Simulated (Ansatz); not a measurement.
C5H7F (`FC1C=CCC1`) from Hartree–Fock to CCSD(T)

```xyz
13

F     0.626    0.728    2.170
C    -0.142    0.669    1.008
C     0.611    1.191   -0.172
C     0.569    0.342   -1.191
C    -0.214   -0.895   -0.875
C    -0.460   -0.781    0.638
H    -1.036    1.266    1.222
H     1.087    2.164   -0.168
H     1.016    0.519   -2.163
H     0.318   -1.809   -1.154
H    -1.155   -0.904   -1.436
H    -1.466   -1.079    0.933
H     0.245   -1.409    1.186
```

Total charge 0; spin multiplicity 1. Geometry: relaxed with PBE0-D4/def2-TZVP. Frozen core, restricted reference, the Gaussian-basis code of Ansatz. CBS rows extrapolate triple and quadruple zeta; past MP2 they add the triple-zeta difference.

```
     basis     HF (Eh)  MP2 corr.  CCSD corr.       (T)  CCSD(T) total
def2-TZVPP           ?          ?    -1.10592  -0.04588              ?
def2-QZVPP  -292.96183          ?           –         –              –
 CBS(def2)  -292.96360          ?    -1.23856     as TZ              ?
```

Question: Fill in the withheld values. (Best estimate.)

Answer: The calculation gave: def2-TZVPP HF (Eh): -292.94903; def2-TZVPP MP2 corr.: -1.06665; def2-TZVPP CCSD(T) total: -294.10083; def2-QZVPP MP2 corr.: -1.14284; CBS(def2) MP2 corr.: -1.19928; CBS(def2) CCSD(T) total: -294.24804.
